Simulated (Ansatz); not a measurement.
A structure relaxed at PBE0-D4/def2-TZVPD in Ansatz, charge -1, singlet:

Cartesian coordinates in Å:
```
Al 0.005 0.097 0.127
Cl -0.061 -1.257 -1.656
H -0.940 -0.572 1.273
H -0.562 1.547 -0.350
H 1.559 0.186 0.606
```

Question: Give its formula, name or SMILES and point group.

Answer: [AlClH3]- (AlH3Cl⁻). Point group C3v (tolerance 0.1 Å).

Question: Summarise the bond lengths by kind (pairs closer than 1.2 times the sum of covalent radii, bridged metal pairs left out).

Answer: 1 × Al–Cl 2.24 Å; 3 × Al–H 1.63 Å.
